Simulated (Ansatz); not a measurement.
```yaml
crystal:
  periodic: [false, false, false]
  atoms:
    - {symbol: Ge, position_ang: [0.000000, 0.000000, -1.652557]}
    - {symbol: N, position_ang: [0.000000, 0.000000, 0.041300]}
    - {symbol: P, position_ang: [0.000000, 0.000000, 1.611257]}
basis:
  gaussian: {orbitals: def2-TZVP}
magnetization: {spin_polarized: true, initial_magnetization: 2}
hamiltonian: {xc: pbe0}
relax: {f_tol: 0.004, max_steps: 80}
```

```sh
$ ansatz run in.yaml --threads 1 --pin off --events-out ev --progress --plain --max-ram 2176MiB
```

Steps of the relaxation (energy above the last step; positions in Å, forces in eV/Å):

```
3
step 1, 23.1 meV
Ge    0.000    0.000   -1.653    0.000    0.000   -1.214
N     0.000    0.000    0.041    0.000    0.000    0.926
P     0.000    0.000    1.611    0.000    0.000    0.288
```

```
3
step 2, 5.7 meV
Ge    0.000    0.000   -1.666    0.000    0.000   -0.564
N     0.000    0.000    0.047    0.000    0.000    0.547
P     0.000    0.000    1.620    0.000    0.000    0.017
```

```
3
step 3, 0.4 meV
Ge    0.000    0.000   -1.678    0.000    0.000   -0.059
N     0.000    0.000    0.052    0.000    0.000    0.188
P     0.000    0.000    1.626    0.000    0.000   -0.129
```

```
3
step 5, 0.0 meV
Ge    0.000    0.000   -1.679    0.000    0.000   -0.001
N     0.000    0.000    0.055    0.000    0.000    0.000
P     0.000    0.000    1.624    0.000    0.000    0.000
```

Close pairs at the end: N2–P3 1.569 Å, Ge1–N2 1.734 Å.

A stationary point of unrestricted PBE0 after 5 steps, with ⟨S²⟩ = 2.044 against 2.00 for a pure state; no frequencies were run, so it isn't proven a minimum. 20 s on 1 thread of Intel Xeon 6975P-C, shared host.
